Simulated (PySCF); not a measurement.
Delta-SCF ions had no search for a lower state. Excitations are Tamm–Dancoff values on a coarser integration grid. The basis has no diffuse functions, so Rydberg states are missing or too high.

Cartesian coordinates (Å):
```xyz
7

C     -1.0241    -0.2183     0.1126
C      0.1063     0.4684    -0.0377
C      1.3854    -0.1543    -0.1303
N      2.4286    -0.6378    -0.2077
H     -1.0289    -1.2981     0.1733
H     -1.9744     0.2931     0.1780
H      0.1040     1.5502    -0.0979
```
Charge 0, multiplicity 1.

Q: What is the computed S1 excitation (TDA), dipole moment, LUMO, T1 excitation (TDA), vertical ionisation energy (Delta-SCF), HOMO, brightest of the four lowest singlets (TDA) and total energy (PBE-D3(BJ)/def2-TZVP // B3LYP-D3(BJ)/def2-TZVP (PySCF))?

A: 
```json
{
 "S1 excitation (TDA)": "5.76 eV",
 "dipole_moment": "3.88 D",
 "LUMO": "-2.69 eV",
 "T1 excitation (TDA)": "3.78 eV",
 "vertical ionisation energy (Delta-SCF)": "10.72 eV",
 "HOMO": "-7.34 eV",
 "brightest of the four lowest singlets (TDA)": "6.42 eV",
 "total_energy": "-170.6828 Ha"
}
```
